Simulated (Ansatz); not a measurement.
Geometry optimisation, RKS B3LYP/def2-SVP (Ansatz).

input.yaml

```yaml
crystal:
  periodic: [false, false, false]
  atoms:
    - { symbol: Al, position_ang: [0.054438, -0.506169, -0.475743] }
    - { symbol: F, position_ang: [-0.028733, -0.060859, 2.367741] }
    - { symbol: H, position_ang: [1.382331, 0.318627, -0.667501] }
    - { symbol: H, position_ang: [-1.382167, -0.066568, -0.959371] }
    - { symbol: S, position_ang: [0.336125, -2.580875, 0.352755] }
    - { symbol: H, position_ang: [-0.946532, -2.983983, 0.166817] }
    - { symbol: H, position_ang: [0.093938, -0.984173, 2.389002] }
basis:
  gaussian: { orbitals: def2-SVP }
hamiltonian:
  xc: b3lyp
relax:
  f_tol: 0.03
  max_steps: 50
```

Run as:

```bash
$ ansatz run input.yaml --threads 1 --pin off --max-ram 2048MiB --backend cpu --events-out ev --progress --plain --runs-dir out
```

Q: Where does it end, and by what steps?

A: It converged. After 11 steps the energy has fallen by 0.407 eV; H7 moved furthest, 0.61 Å. Joined: Al1–F2.

| step | energy less start (eV) | largest force component (eV/Å) | accepted |
| --- | --- | --- | --- |
| 0 | 0.0000 | 0.421 | yes |
| 1 | -0.1260 | 0.404 | yes |
| 2 | -0.2283 | 0.533 | yes |
| 3 | -0.3639 | 0.477 | yes |
| 4 | -0.3470 | 0.772 | no |
| 5 | -0.3917 | 0.305 | yes |
| 6 | -0.4028 | 0.149 | yes |
| 7 | -0.4054 | 0.082 | yes |
| 8 | -0.4060 | 0.044 | yes |
| 9 | -0.4064 | 0.054 | yes |
| 10 | -0.4065 | 0.038 | yes |
| 11 | -0.4066 | 0.006 | yes |

```xyz
7
Properties=species:S:1:pos:R:3
Al 0.067 -0.350 -0.143
F -0.105 -0.166 1.810
H 1.425 0.353 -0.522
H -1.361 -0.044 -0.740
S 0.366 -2.562 0.535
H -0.939 -2.906 0.418
H 0.056 -1.188 1.815
```

Run time: 33 s on 1 thread of Arm Neoverse V1, with other jobs on the host, peak memory 0.1 GiB.
